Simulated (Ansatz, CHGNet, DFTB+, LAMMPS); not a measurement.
## hcp Co, elastic constant C12

Reference value: 165 GPa (measured, temperature not stated, not corrected to a static lattice; as tabulated in Steinle-Neumann et al. (1999), arXiv:cond-mat/9904431).

| level (code) | value (GPa) | cell (Å³/atom) |
|---|---|---|
| Lennard-Jones jacobson2022 (LAMMPS) | 391 | 10.91 |
| GFN1-xTB as cut by DFTB+ | 144 | 10.35 |
| CHGNet-r²SCAN | 225 | 10.65 |
| LDA (Ansatz) | 206 | 10.01 |
| PBE (Ansatz) | ___ | 10.86 |
| RPBE (Ansatz) | 157 | 11.16 |
| PBE-D3(BJ) (Ansatz) | ___ | 10.55 |

Q: Fill in the missing entries.

A: 
- PBE (Ansatz, a program for electronic structure), value (GPa): 169
- PBE-D3(BJ) (Ansatz), value (GPa): 185

Differences against the reference: Lennard-Jones jacobson2022 +137 %, GFN1-xTB as cut by DFTB+ -12.7 %, CHGNet-r²SCAN +36 %, LDA +25 %, PBE +2.4 %, RPBE -4.8 %, PBE-D3(BJ) +12.1 %.

Leaving aside GFN1-xTB as cut by DFTB+ (doubt noted below): The reference's temperature isn't stated, so close values are not ranked against it. Off by more than 25 %, or 35 % on the side where a correction would as a rule narrow the miss (bounds picked here): Lennard-Jones jacobson2022 (+137 %), CHGNet-r²SCAN (+36 %).

The reference isn't brought to a static lattice, while the calculations are for one, so the differences are not the levels' errors alone. Spin-polarised runs: LDA (parallel moments), PBE (parallel moments), RPBE (parallel moments), PBE-D3(BJ) (parallel moments). GFN1-xTB as cut by DFTB+: the method was fitted mainly to molecules. GFN1-xTB as cut by DFTB+: this magnet was run without spin. GFN1-xTB as cut by DFTB+: codes differ in how they cut the long-range tail of xTB's charge interaction in a crystal, so the value belongs to this code. PBE-D3(BJ): the dispersion coefficients are held fixed in the derivatives. Each level is taken at its own relaxed cell. Ansatz's density-functional and Hartree–Fock values are scalar-relativistic unless marked +SOC, with PAW data made under PBE.

Empirical potentials (Lennard-Jones jacobson2022) are fitted to chosen data: where that held the value shown, agreement is built in, and what lay outside the fit can be far off. Machine-learned potentials (CHGNet-r²SCAN) are trained on DFT data: a solid inside that data is no test of them.

Differences are worked out from the printed values.
